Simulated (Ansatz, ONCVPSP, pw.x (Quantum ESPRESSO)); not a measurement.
Mg: one change to the ONCV potential, in the atom and in the bcc crystal

```
Element                 : magnesium (Mg)
Generator               : ONCVPSP 4.0.1.1 (patched build)
Type                    : optimised norm-conserving Vanderbilt (ONCV)
Functional              : PBEsol
Relativity              : scalar-relativistic
Frozen core             : [Ne]
Valence charge          : 2
Reference configuration : 3s1 (charge +1)
Partial waves           : 3s: rc 1.80 bohr, ncon 4, nbas 8, qcut 3 1/bohr, 2 projectors, debl 3.4 Ha; p scattering state at 0.04 Ha: rc 1.75 bohr, ncon 4, nbas 7, qcut 5.5 1/bohr, 1 projector; d scattering state at 0.3 Ha: rc 1.75 bohr, ncon 4, nbas 8, qcut 6.2 1/bohr, 2 projectors, debl 2.9 Ha
Local potential         : polynomial inside 1.45 bohr (lpopt 2, dvloc0 0 Ha)
Core correction         : Teter function, fcfact 4.25, rcfact 1.35
```

Change: local potential polynomial inside 1.45 bohr (lpopt 2, dvloc0 4 Ha).

Cutoffs, loose and tight: the cutoffs (Ha) at which the residual kinetic energy of the hardest occupied pseudo-wave falls to 1 and 0.1 mHa per electron. They do not see the model core or the augmentation charge, which bear on the density cutoff. Test errors are all-electron minus pseudo excitation energies from the reference, over the configurations 3s2; 3s1.5; 3s1 3p1; 3s0 3p1; variants that change the core or the reference have their own tests.

Crystal test: bcc Mg in pw.x 7.5, no spin, 13³ k-points, Fermi–Dirac smearing 0.01 Ry, cutoffs set for each file from its atomic test. The reference is all-electron LAPW (Ansatz 0.2.0) with the same functional, mesh and smearing; V0 and B0 come from Birch–Murnaghan fits to the pressures at five volumes. Errors are pseudo minus all-electron; Δ is the rms difference of the E(V) curves that follow from these fits, minima aligned, over ±6 % about the mean V0. Mesh and smearing are coarse, so the numbers serve the comparison and aren't converged zero-temperature values; the lattice is a test structure that the element need not adopt.

All-electron: a0 = 3.559 Å (V0 = 22.55 Å³/atom), B0 = 36.1 GPa.

Does the change bring the crystal closer to the all-electron result?

The mean pressure error goes from -0.85 to -0.47 GPa, so the change moves the solid closer to the all-electron pressures.

```json
{"quantity": "outcome (atom)", "base": "generated", "changed": "generated"}
{"quantity": "cutoff, loose (atom)", "base": "4.0 Ha", "changed": "4.0 Ha"}
{"quantity": "cutoff, tight (atom)", "base": "12 Ha", "changed": "12 Ha"}
{"quantity": "bound ghosts (atom)", "base": "none", "changed": "none"}
{"quantity": "largest test error (meV) (atom)", "base": "+25", "changed": "+17"}
{"quantity": "cutoffs in pw.x (Ry)", "base": "50/200", "changed": "50/200"}
{"quantity": "a0 (Å)", "base": "3.532", "changed": "3.544"}
{"quantity": "a0 error (%)", "base": "-0.76", "changed": "-0.42"}
{"quantity": "B0 error (%)", "base": "+7.7", "changed": "+6.0"}
{"quantity": "Δ (meV/atom)", "base": "4.1", "changed": "2.3"}
{"quantity": "mean pressure error (GPa)", "base": "-0.85", "changed": "-0.47"}
```

Base: This is a poor potential for the solid. The cutoffs count occupied waves only; projector 2 of the s channel, the hardest unoccupied one, needs 63 Ha at the loose tolerance. Changed file: The cutoffs count occupied waves only; projector 2 of the s channel, the hardest unoccupied one, needs 63 Ha at the loose tolerance.
